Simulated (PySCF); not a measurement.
This PySCF input asks for the NMR shieldings of `CCN`, C₂H₇N; the geometry comes from PBE0-D3(BJ)/def2-SVP.

```python
import basis_set_exchange as bse
import numpy as np
from pyscf import gto, dft
from pyscf.prop import nmr

atoms = """
C     1.071498    0.411185   -0.048828
C    -0.121723   -0.522385   -0.126016
N    -1.364515    0.222979   -0.050325
H     2.019126   -0.138129   -0.155287
H     1.013576    1.173171   -0.840500
H     1.100912    0.937602    0.919811
H    -0.013696   -1.309443    0.652546
H    -0.100913   -1.053262   -1.093408
H    -2.163020   -0.405315   -0.112353
H    -1.439367    0.683034    0.856185
"""
names = dict.fromkeys(["C", "N", "H"], "pcSseg-1")
basis = {el: gto.basis.parse(bse.get_basis(n, elements=[el], fmt="nwchem")) for el, n in names.items()}
mol = gto.M(atom=atoms, basis=basis, charge=0, verbose=0)
mf = dft.RKS(mol, xc="PBE0")
mf.grids.level = 2
mf.grids.alignment = dft.numint.BLKSIZE   # the property module wants whole blocks of grid points
mf.conv_tol = 1e-9
mf.kernel()

calc = nmr.RKS(mf)   # GIAO
C = mf.mo_coeff
Co = C[:, mf.mo_occ > 0]
resp = mf.gen_response(singlet=True, hermi=2)
def vind(x):   # induced exchange potential for any number of trial vectors
    d = np.einsum("pi,xij,qj->xpq", C, 2 * x.reshape(-1, C.shape[1], Co.shape[1]), Co, optimize=True)
    return np.einsum("xpq,pi,qj->xij", resp(d - d.transpose(0, 2, 1)), C, Co, optimize=True).ravel()
mo1, _ = nmr.rhf.solve_mo1(calc, with_cphf=vind)
sigma = calc.kernel(mo1)
for i, s in enumerate(sigma):   # ppm
    w = np.linalg.eigvalsh((s + s.T) / 2)
    print("%2d %-2s iso %8.1f  s11 %8.1f  s22 %8.1f  s33 %8.1f" % (i, mol.atom_pure_symbol(i), w.mean(), *w))
```

**Question.** What are the results?

**Answer.** 
```
 0 C  iso    165.0  s11    150.1  s22    160.6  s33    184.2
 1 C  iso    144.0  s11    127.9  s22    137.9  s33    166.3
 2 N  iso    225.4  s11    186.3  s22    235.6  s33    254.4
 3 H  iso     30.2  s11     26.4  s22     27.5  s33     36.7
 4 H  iso     29.9  s11     26.6  s22     27.7  s33     35.5
 5 H  iso     30.4  s11     26.9  s22     28.6  s33     35.7
 6 H  iso     28.3  s11     23.0  s22     27.8  s33     34.3
 7 H  iso     28.7  s11     24.3  s22     27.9  s33     34.0
 8 H  iso     30.8  s11     23.6  s22     27.8  s33     40.9
 9 H  iso     31.5  s11     25.0  s22     29.8  s33     39.7
```

These numbers come from an equivalent density-fitted implementation of the same equations, which agrees with the script to about 0.01 ppm for H and up to a few tenths of a ppm for heavy atoms, so last digits may differ.

**Question.** Turn these shieldings into chemical shifts. Scale: ¹³C (σref 184.41), ¹H (σref 31.27) against TMS; ¹⁵N (σref 265.67) vs NH3 (reference shieldings calculated alike).

**Answer.** Averaging equivalent atoms: C 1: 40.4; C 0: 19.5; N 2: 40.2; H 6/7: 2.72; H 3/4/5: 1.09; H 8/9: 0.13 ppm. Experimental scales use liquid or dissolved standards, which lie at an offset from isolated NH3 (liquid NH3: subtract about 20 ppm).

Size and cost of the density-fitted run: 86 basis functions, 4.5 s wall time on 1 thread of an x86-64 server CPU, shared host.
